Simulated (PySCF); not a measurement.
## Cluster of water and carbon dioxide (CH2O3)

Made of water and carbon dioxide. The whole: neutral, singlet.

Parts: 1 = water (O), atoms 1–3; 2 = carbon dioxide (O=C=O), atoms 4–6.

```tsv
atom	part	x (Å)	y (Å)	z (Å)
O1	1	-0.190	0.236	-0.171
H2	1	-0.450	-0.373	0.524
H3	1	0.748	0.084	-0.309
O4	2	-1.611	2.119	-2.210
C5	2	-2.292	1.666	-1.392
O6	2	-3.003	1.231	-0.590
```

In these coordinates O1···C5 is 2.821 Å. Part 2 is then moved rigidly along that line, all else held; at short range other atoms may come into contact.

The starting structure comes from a short search with a few starts; no frequency run checks that it is a minimum, and another way of binding may lie lower.

Level of theory: CCSD(T)/aug-cc-pVDZ and MP2/aug-cc-pVTZ, aug-cc-pVQZ counterpoise interaction energy, frozen core, gas phase, in PySCF 2.14.0. Geometry: PBE0-D3(BJ)/def2-TZVPD.

Counterpoise energies in kcal/mol, cluster less the parts frozen as they stand in it; small is aug-cc-pVDZ, large aug-cc-pVQZ. Estimated limit: HF in aug-cc-pVQZ, MP2 correlation extrapolated as X⁻³ from aug-cc-pVTZ and aug-cc-pVQZ, and CCSD(T) less MP2 in aug-cc-pVDZ; it isn't the exact limit.

(1) How do the values run over the points 2.539, 2.680, 2.821, 2.962, 3.103, 3.526, 4.232, 5.642?

## Answers

(1) 
```tsv
O1···C5 (Å)	HF large	MP2 large	SCS-MP2 large	CCSD(T) small	CCSD(T) limit est.
2.539	-0.73	-2.11	-1.55	-1.57	-2.36
2.680	-1.59	-2.62	-2.20	-2.30	-2.84
2.821	-1.95	-2.71	-2.38	-2.52	-2.88
2.962	-2.02	-2.57	-2.31	-2.46	-2.71
3.103	-1.93	-2.32	-2.13	-2.27	-2.45
3.526	-1.42	-1.54	-1.45	-1.56	-1.61
4.232	-0.75	-0.73	-0.70	-0.75	-0.76
5.642	-0.24	-0.21	-0.21	-0.22	-0.22
```

The 8 runs took 35 min in all, one thread each of Arm Neoverse N1 on a shared host, launched as `OMP_NUM_THREADS=1 python cluster_run.py task.json out`.
